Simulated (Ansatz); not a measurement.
Results of PBEsol-D3(BJ) (Ansatz, a program for electronic structure, plane waves, PAW) for PdS (P4₂/m, No. 84).

Numerical settings: plane-wave cutoff 520 eV, 10×10×8 k mesh (along the axes of the cell as run), Fermi–Dirac smearing 0.05 eV, scalar-relativistic PAW data made under PBE.

Cell (relaxed at this level):

```xyz
16
Lattice="6.3378 0.0000 0.0000 0.0000 6.3378 0.0000 0.0000 0.0000 6.5251" Properties=species:S:1:pos:R:3 pbc="T T T"
Pd     0.0000     3.1689     0.0000
Pd     3.1689     0.0000     3.2626
Pd     0.0000     0.0000     1.6313
Pd     0.0000     0.0000     4.8938
Pd     2.9907     1.6394     0.0000
Pd     3.3471     4.6985     0.0000
Pd     4.6985     2.9907     3.2626
Pd     1.6394     3.3471     3.2626
S      1.2384     1.9407     1.4915
S      5.0994     4.3972     1.4915
S      4.3972     1.2384     4.7540
S      1.9407     5.0994     4.7540
S      5.0994     4.3972     5.0337
S      1.2384     1.9407     5.0337
S      1.9407     5.0994     1.7711
S      4.3972     1.2384     1.7711
```

### Question
Estimate the bulk modulus, band gap and pressure derivative B′ of the bulk modulus that the calculation returns.

### Answer

* **bulk modulus**: 146 GPa
* **band gap**: 0.05 eV (under three smearing widths, so not firm)
* **pressure derivative B′ of the bulk modulus**: 5.1

Note: the run has no spin polarisation, so it can have missed a magnetic state; the bulk modulus comes from volumes at which shape and atoms were relaxed.

Spin–orbit coupling is not included; it can close the smallest gap of 0.05 eV.

Computing time: roughly 80 core-minutes.
